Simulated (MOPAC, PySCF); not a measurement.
C$_{4}$H$_{6}$, SMILES `C(C)C#C`, neutral singlet in the gas phase. 

Cartesian coordinates (Å):
```xyz
10

C      2.2946     0.0345     0.4826
C      1.1201    -0.2623     0.5170
C     -0.2993    -0.5897     0.5435
C     -1.1797     0.5023    -0.0856
H      3.3331     0.2919     0.4541
H     -0.4573    -1.5460     0.0170
H     -0.6085    -0.7627     1.5881
H     -1.0584     1.4548     0.4473
H     -0.9059     0.6652    -1.1366
H     -2.2387     0.2120    -0.0429
```
Charge 0, spin multiplicity 1.

All levels are single points at this geometry (PBE-D3(BJ)/def2-TZVP); Pople sets use spherical d functions. Orbital energies aren't observables, and empty levels follow the basis.

PM7 in MOPAC gives HOMO (eV) = -10.64.

Q: Estimate the HOMO (eV) from each of these levels: PBE-D3(BJ)/def2-TZVP in PySCF; B3LYP/3-21G in PySCF; HF/STO-3G in PySCF; AM1 in MOPAC; PM6 in MOPAC.

A: 
```
level                          HOMO (eV)
-----------------------------  ---------
PBE-D3(BJ)/def2-TZVP in PySCF      -6.40
B3LYP/3-21G in PySCF               -7.15
HF/STO-3G in PySCF                 -8.62
AM1 in MOPAC                      -10.59
PM6 in MOPAC                      -10.59
```
